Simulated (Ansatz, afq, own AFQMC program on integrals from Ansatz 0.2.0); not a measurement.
## Where AFQMC and coupled cluster stand for GeH2⁻, doublet

```xyz
3

Ge    0.0000   -0.0319   -0.0012
H     0.0000    1.1069   -1.1596
H     0.0000    1.1907    1.2425
```

Basis aug-cc-pVDZ. Only valence electrons are correlated. AFQMC by an in-house program on the Cholesky factors that Ansatz 0.2.0 writes for its CCSD(T) run. The CISD trial takes its coefficients from CCSD amplitudes. Released means that phaseless walkers are propagated on without the constraint, phases kept. Free projection: walkers drawn from exp(T), propagated without any constraint. Its projection time is finite, and what remains of the start isn't in its error. ± is one standard error of the sampling. No spin–orbit coupling.

Determinant: UHF, the one that the program's search chose, which needn't be the lowest solution. The geometry is a point of a scan.

No full CI on the walks' own integrals is used here; CCSDT(Q) serves as the reference and is uncertain by about the last step of the cluster series.

Cautions: no relativity below Rb; no spin-orbit coupling; inner d shell frozen.

```
T1 diagnostic                               : 0.0181
weight of the determinant in the CISD state : 0.901
⟨S²⟩ of the determinant                     : 0.767
size of the correlated space                : 7 electrons in 40 orbitals
```

```csv
level,correlation energy (eV)
MP2,-2.7569
CCSD,-3.4732
CCSD(T),-3.5796
```

(1) Estimate where phaseless AFQMC with the Hartree–Fock trial lies against CCSD(T) on the same integrals.

(1) 10.1 ± 28.1 meV below CCSD(T). The gap is under twice the noise, so this walk alone can't tell the two apart.

Reference: CCSDT(Q), correlation energy -3.608 eV. The released energy is read at 2.40 1/Eh (meV from the phaseless value at times in 1/Eh: -4 ± 7 at 0.24, -11 ± 7 at 0.51, -11 ± 5 at 0.99, -21 ± 7 at 1.62, -14 ± 6 at 2.40).

```json
{"level": "CCSD(T)", "E − E(reference) (meV)": "28.8", "share of correlation (%)": "99.20"}
{"level": "CCSDT", "E − E(reference) (meV)": "4.4", "share of correlation (%)": "99.88"}
{"level": "ph-AFQMC/HF", "E − E(reference) (meV)": "18.7 ± 28.1", "share of correlation (%)": "99.48"}
{"level": "ph-AFQMC/CISD", "E − E(reference) (meV)": "20.5 ± 5.0", "share of correlation (%)": "99.43"}
{"level": "released AFQMC", "E − E(reference) (meV)": "6.2 ± 6.5", "share of correlation (%)": "99.83"}
{"level": "free AFQMC", "E − E(reference) (meV)": "-6.7 ± 8.2", "share of correlation (%)": "100.19"}
```

Free projections are given only where their last times agree within the noise and don't stop above the reference; a slow remainder of the start can still hide under it. A walk keeps the symmetry of its determinant, which the program's search chose and which needn't be the lowest solution, so a lower state of the same spin and another symmetry isn't excluded. Released energies are given only where the last usable release times agree within the noise; a slower fall can still hide under it.
